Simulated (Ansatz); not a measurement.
# Predicting a hybrid from its neighbours: C2H4O2 (glycolaldehyde)

C2H4O2: 8 atoms, total charge 0, spin state singlet. SMILES: `O=CCO`. The shape is that of a PBE0-D4/def2-TZVP optimisation. This is one conformer, not always the lowest.

The electronic atomisation energy y, in eV, basis def2-SVPD; a is the functional's share of exact exchange. Programs: Ansatz 0.2.0.

```
functional  program     a  y (eV)
    r2SCAN   Ansatz     0   34.07
    revPBE   Ansatz     0   33.75
     B3LYP   Ansatz   0.2   33.80
      PBE0   Ansatz  0.25       ?
     BHLYP   Ansatz   0.5   32.38
```

Task: Fit y = c + s·a to the known rows and predict PBE0.

Result: 
1. Means of the 4 rows: a = 0.1750, y = 33.500.
2. Σ(Δa)² = 0.1675, Σ(Δa·Δy) = -0.5, so the slope is -0.5/0.1675 = -2.9851.
3. Intercept: 33.500 − (-2.9851) × 0.1750 = 34.022. The largest residual of the fit is 0.38.
4. PBE0: 34.022 + (-2.9851) × 0.25 = 33.28 eV.

The run gave 34.08 eV, so the prediction is off by -0.80 eV, more than the scatter of the fit. The rows mix families of semi-local functionals, which the line can't see.
